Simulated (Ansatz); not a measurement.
The input, for Ansatz 0.2.0:

```yaml
crystal:
  periodic: [false, false, false]
  atoms:
    - {symbol: B, position_ang: [0.000000, 0.000000, -0.082013]}
    - {symbol: O, position_ang: [0.000000, 0.000000, -1.279974]}
    - {symbol: H, position_ang: [0.000000, 0.000000, 1.361987]}
basis:
  gaussian: {orbitals: STO-3G, fitting: {mean_field: def2-universal-jkfit}}
magnetization: {spin_polarized: false}
hamiltonian: {xc: {name: PBE}}
correlation: {method: ccsdtq, electrons: all}
accuracy: high
scf: {lower_state_search: light}
output: {forces: true}
```

```sh
$ ansatz run in.yaml --threads 1 --pin off --events-out ev --progress --plain --max-ram 2393MiB
```

Log:

```
170 factors; integrals over basis functions are off by at most 5.3e-3 eV
mean field evaluation 1: about -2698.6736 eV, gradient 1.7e1 eV
mean field evaluation 2: about -2698.6746 eV, gradient 1.7e1 eV
mean field evaluation 4: about -2699.4284 eV, gradient 3.5e0 eV
mean field evaluation 8: about -2699.4596 eV, gradient 7.4e-4 eV
mean field -2699.45957135 eV, -99.2033094878 hartree, gradient 3.6e-8 eV, S^2 0.000000; 0 other end points of the search recorded, 0 dependent functions left out
reference -2687.79339607 eV, -98.7745854539 hartree; 7, 7 occupied and 4, 4 virtual orbitals, 170 factors
second order -3.85324084 eV of doubles, -0.27653814 eV of singles
cycle   1  -3.59185174 eV  change    4.8e-1 eV  update   1.6e-1
cycle   2  -4.15014967 eV  change   -5.6e-1 eV  update   9.4e-2
cycle   3  -4.29662924 eV  change   -1.5e-1 eV  update   2.1e-2
cycle   4  -4.33113241 eV  change   -3.5e-2 eV  update   1.2e-2
cycle   5  -4.34945611 eV  change   -1.8e-2 eV  update   3.8e-3
cycle   6  -4.34722759 eV  change    2.2e-3 eV  update   1.6e-3
cycle   7  -4.34610827 eV  change    1.1e-3 eV  update   7.7e-4
cycle   8  -4.34624901 eV  change   -1.4e-4 eV  update   1.7e-4
cycle   9  -4.34619305 eV  change    5.6e-5 eV  update   6.3e-5
cycle  10  -4.34616590 eV  change    2.7e-5 eV  update   2.4e-5
cycle  11  -4.34613751 eV  change    2.8e-5 eV  update   1.3e-5
cycle  12  -4.34613597 eV  change    1.5e-6 eV  update   5.7e-6
cycle  13  -4.34613928 eV  change   -3.3e-6 eV  update   1.6e-6
cycle  14  -4.34613720 eV  change    2.1e-6 eV  update   7.8e-7
cycle  15  -4.34613689 eV  change    3.1e-7 eV  update   3.0e-7
cycle  16  -4.34613669 eV  change    2.0e-7 eV  update   1.1e-7
cycle  17  -4.34613667 eV  change    1.2e-8 eV  update   5.3e-8
cycle  18  -4.34613655 eV  change    1.3e-7 eV  update   2.3e-8
cycle  19  -4.34613658 eV  change   -3.1e-8 eV  update   1.3e-8
cycle  20  -4.34613656 eV  change    2.1e-8 eV  update   5.6e-9
cycle  21  -4.34613656 eV  change    2.0e-9 eV  update   2.0e-9
cycle  22  -4.34613656 eV  change    1.5e-9 eV  update  7.8e-10
cycle  23  -4.34613655 eV  change    1.1e-9 eV  update  3.9e-10
the calculation of the forces begins
mean field evaluation 16: about -2699.4596 eV, gradient 3.6e-8 eV
Total energy: -2692.13953263 eV, -98.9343030263 hartree
Atom 0 at     0.000000     0.000000    -0.082013 Å, force    -0.000000    -0.000000     7.250776 eV/Å
Atom 1 at     0.000000     0.000000    -1.279974 Å, force     0.000000    -0.000000    -2.269631 eV/Å
Atom 2 at     0.000000     0.000000     1.361987 Å, force    -0.000000    -0.000000    -4.981145 eV/Å
Dipole moment:    -0.000000    -0.000000     0.202284 e Å
```

Forces (eV/Å):
```
B    0.000  0.000  7.251
O    0.000  0.000 -2.270
H    0.000  0.000 -4.981
```

Ran on 1 thread of Arm Neoverse V1, shared host: 7 s wall, 0.17 GiB peak host memory.
